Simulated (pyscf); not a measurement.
Thermochemistry of product channels of H₂N–SiH₂–F (SMILES N[SiH2]F) + F• (SMILES [F]) on the doublet surface, in eV, from ωB97M-D3(BJ)/def2-TZVP energies (ideal gas, 1 atm, RRHO with modes under 100 cm⁻¹ raised to 100, one conformer, R ln 2 for rigid chiral ones). PySCF, gas phase, ωB97X-D3(BJ)/def2-SVP geometries.

```tsv
products	ΔE	ΔH(298 K)	ΔG(298 K)	ΔG(900 K)
•HN–SiH(F)–F (SMILES [NH][SiH](F)F) + H₂ (SMILES [H][H])	-2.15	-2.35	-2.37	-2.47
H₂N–SiH•–F (SMILES N[SiH]F) + HF (SMILES F)	-1.55	-1.54	-1.65	-1.87
H₂N–Si•(F)–F (SMILES N[Si](F)F) + H₂ (SMILES [H][H])	-2.91	-3.00	-3.04	-3.14
```

These are energies of the channels, which say nothing of barriers. Left out: orbital degeneracy and the spin-orbit lowering of F.
